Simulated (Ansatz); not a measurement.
# Relative stability

Two relaxed structures of CH₃S, doublet (PBE0-D4/def2-TZVP; forces vanish, vibrations not checked).

A:

C1  (-0.118, 0.047, 0.043)
S2  (1.426, -0.348, -0.753)
H3  (-0.231, -0.665, 0.869)
H4  (-0.967, -0.085, -0.628)
H5  (-0.110, 1.051, 0.469)
(Å)

B:

```
5
angstrom
C 0.0873 0.1948 -0.2107
S 1.7592 -0.0574 -0.4469
H 1.6765 -0.9525 -1.4432
H -0.6565 -0.3167 -0.8000
H -0.1962 0.8948 0.5601
```

Ansatz 0.2.0; basis: def2-TZVPP; cores frozen in the correlated methods; orbitals are unrestricted. B3LYP uses VWN-RPA correlation.

Which structure is lower at CCSD(T), and by how much? (To be estimated.)

By the calculation: A, by 0.477 eV (electronic energy, against the other). By their contacts, A is CH₃S ([CH3][S]) and B is CH₃S ([CH2][SH]).

All methods give the same order:

```
   method  E(B) − E(A) (eV)
   PBE-D4             0.362
r2SCAN-D4             0.337
  PBE0-D4             0.412
 B3LYP-D4             0.429
  wB97M-V             0.431
       HF             0.591
      MP2             0.500
     CCSD             0.502
  CCSD(T)             0.477
```

The T1 diagnostic stays at or below 0.020. ⟨S²⟩ of the unrestricted Hartree–Fock references: 0.76 to 0.77 (a pure state has 0.75).

Labels in which every atom is bracketed show which atoms are joined, not bond orders.

For scale, one of the runs: CCSD(T)/def2-TZVPP, 115 basis functions, launched by `ansatz run in.yaml --threads 2 --pin off --events-out ev --progress --plain --max-ram 4352MiB`. Hardware: 2 CPU threads of an Arm Neoverse V2, shared host. Wall time 11 s; peak host memory 0.89 GiB.
